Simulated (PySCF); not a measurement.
Below is a simulated gas-phase Si 2p photoelectron spectrum of `[SiH3]N[SiH3]`.

Every computed line was given a Gaussian of 1.0 eV full width at half maximum and an area set by the number of equivalent atoms (split 2:1 within a doublet); the highest printed point is 100. Computed with PySCF, delta-SCF UKS SCAN, pcX-2 on the ionised atom, pcseg-1 elsewhere, spin-free X2C.

(binding energy (eV), intensity): (105.7, 0), (105.8, 1), (105.9, 1), (106.0, 2), (106.1, 4), (106.2, 8), (106.3, 12), (106.4, 19), (106.5, 28), (106.6, 39), (106.7, 51), (106.8, 64), (106.9, 77), (107.0, 88), (107.1, 95), (107.2, 99), (107.3, 100), (107.4, 97), (107.5, 92), (107.6, 84), (107.7, 75), (107.8, 65), (107.9, 55), (108.0, 45), (108.1, 36), (108.2, 27), (108.3, 20), (108.4, 14), (108.5, 9), (108.6, 6), (108.7, 4), (108.8, 2), (108.9, 1), (109.0, 1), (109.1, 0), (109.2, 0)

Problem. Count the maxima, the lines and the sites behind this envelope.

Solution. The curve has 1 maximum (at 107.3 eV). Under it lie 2 lines from 1 inequivalent silicon site, drawn as a 2p3/2, 2p1/2 pair. At this width some lines have no maximum of their own.

Problem. Decompose the envelope and assign each component. Numbering: `[SiH3:1][NH:2][SiH3:3]`.

Solution. 
| position (eV) | relative area | line | atoms | environment |
| --- | --- | --- | --- | --- |
| 107.13 | 1.33 | Si 2p3/2 | Si1/Si3 | SiH3 silicon |
| 107.76 | 0.67 | Si 2p1/2 | Si1/Si3 | SiH3 silicon |

No satellites, vibrations or lifetime broadening are included. Atoms equivalent by their bonding share one computed value, that of the first of them. Spin–orbit and ligand-field terms were added within each 2p shell after the spin-free SCF. 2p1/2 minus 2p3/2 (ligand field included): Si 0.62 eV. Isolated species at its PBE0-D3(BJ)/def2-SVP geometry, gas phase.

Time: 21 s; peak memory 0.47 GiB. Hardware: one thread of an Arm Neoverse N1, on a shared host.
